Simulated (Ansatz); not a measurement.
**Correcting a cheap level on S-containing molecules**

The atomisation enthalpy at 298 K in kJ/mol of 8 S-containing molecules: x at B3LYP/6-31G* (spherical functions), y from tabulated heats of molecules and atoms (CRC Handbook of Chemistry and Physics, NIST-JANAF tables). Shapes, held fixed at every level: PBE0-D4/def2-TZVP. Flexible molecules stand in one conformer, not always the lowest. Computed values hold a harmonic thermal term (PBE0-D4/def2-TZVP) and the atoms' spin-orbit lowering. Programs: Ansatz 0.2.0.

| molecule | x (kJ/mol) | y (kJ/mol) |
| --- | --- | --- |
| S2O (Disulfur monoxide) | 731 | 860 |
| H2S2 (SMILES SS) | 908 | 974 |
| S2F2 (Difluorodisulfane) | 927 | 1049 |
| HBS (hydrogen boron sulfide) | 1010 | ? |
| SOF2 (thionyl fluoride) | 1149 | 1229 |
| CHNS (isothiocyanic acid) | 1532 | 1557 |
| C2H4S (thiirane) | 2474 | 2501 |
| CH4N2S (thiourea) | 2747 | 2788 |

Fit y = c + s·x to the known rows and predict y for HBS.


1. Means of the 7 rows: x = 1495.43, y = 1565.4.
2. Σ(Δx)² = 3897918, Σ(Δx·Δy) = 3742124, so the slope is 3742124/3897918 = 0.96003.
3. Intercept: 1565.4 − (0.96003) × 1495.43 = 129.7. The largest residual of the fit is 44.
4. HBS: 129.7 + 0.96003 × 1010 = 1099 kJ/mol.

The tabulated heats give 1015 kJ/mol, so the prediction is off by +84 kJ/mol, more than the largest residual. Uncorrected, B3LYP/6-31G* (spherical functions) misses HBS by -5 kJ/mol, and the other rows by 70 on average. With references in doubt, neither the misses nor the line can be laid on the level alone. Left out in turn, the other rows are missed by 32 kJ/mol on average, so the withheld one doesn't follow the line. The tabulated values of S2F2, HBS, SOF2 are in doubt (older tables, estimates, or at odds with other calculations) and kept here.
